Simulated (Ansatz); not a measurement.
Other settings, tried on the cluster SiC₂ (the lowest singlet isomer of a short search).

```yaml
crystal:
  periodic: [false, false, false]
  atoms:
    - {symbol: Si, position_ang: [-0.786490, -0.156251, -0.836333]}
    - {symbol: C, position_ang: [0.488087, -0.551059, 0.446424]}
    - {symbol: C, position_ang: [0.298393, 0.707311, 0.389908]}
basis:
  gaussian: {orbitals: def2-TZVP}
hamiltonian: {xc: {name: B3LYP}, dispersion: d3bj}
scf: {lower_state_search: full}
output: {forces: true}
```

```sh
$ ansatz run in.yaml --threads 4 --pin off --events-out ev --progress --plain --max-ram 3916MiB
```

It prints (some lines left out):

```
Functional definition: B3LYP
621 factors; their error is unknown
mean field evaluation 1: about -9940.6688 eV, gradient 5.1e1 eV
mean field evaluation 2: about -9881.0854 eV, gradient 1.3e2 eV
mean field evaluation 4: about -9947.6520 eV, gradient 8.6e0 eV
mean field evaluation 8: about -9947.8482 eV, gradient 1.5e-1 eV
mean field evaluation 16: about -9947.8775 eV, gradient 1.3e-5 eV
mean field -9947.87749750 eV, -365.5777551196 hartree, gradient 1.3e-5 eV, S^2 0.000000; 0 other end points of the search recorded, 0 dependent functions left out
reference -9947.87769289 eV, -365.5777623000 hartree; 13, 13 occupied and 86, 86 virtual orbitals, 621 factors
Total energy: -9947.99548948 eV, -365.5820912449 hartree
Atom 0 at    -0.786490    -0.156251    -0.836333 Å, force     0.088190     0.017516     0.093779 eV/Å
Atom 1 at     0.488087    -0.551059     0.446424 Å, force    -0.187526     0.942682    -0.089626 eV/Å
Atom 2 at     0.298393     0.707311     0.389908 Å, force     0.099335    -0.960198    -0.004153 eV/Å
Dipole moment:    -0.353217    -0.070257    -0.375613 e Å
```

Run time 0.65 s (4 threads of Arm Neoverse V1 on a shared host).

B3LYP takes the VWN-RPA correlation.
